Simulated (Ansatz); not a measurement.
System: CH5Si, net charge 0, doublet state. It need not be the lowest isomer of its formula. SMILES: [CH2][SiH3]
Geometry: optimised at B3LYP-D3(BJ)/def2-TZVP (Ansatz, a program for electronic structure).

Computed values are from Ansatz. Cores are frozen in the correlated levels unless marked. Open shells are spin-unrestricted. No spin-orbit coupling. Non-relativistic. Basis-set limits of correlation are two-point, X^-3; Hartree-Fock from the larger set. [CCSD(T)-MP2]/basis is that difference in the basis named.

**Question.** What is the dipole moment at CCSD(T)/aug-cc-pV(D+d)Z?

**Answer.** 0.65 D.

**Question.** What is the T1 diagnostic at CCSD/def2-TZVPPD?

**Answer.** 0.012.

**Question.** What is the atomisation energy De at RI-MP2/CBS(def2-TZVPPD,def2-QZVPPD)+[CCSD(T)-MP2]/def2-TZVPPD?

**Answer.** 2176.4 kJ/mol.

**Question.** What is the total energy at RI-MP2/CBS(def2-TZVPPD,def2-QZVPPD)+[CCSD(T)-MP2]/def2-TZVPPD?

**Answer.** -330.0633 Eh.
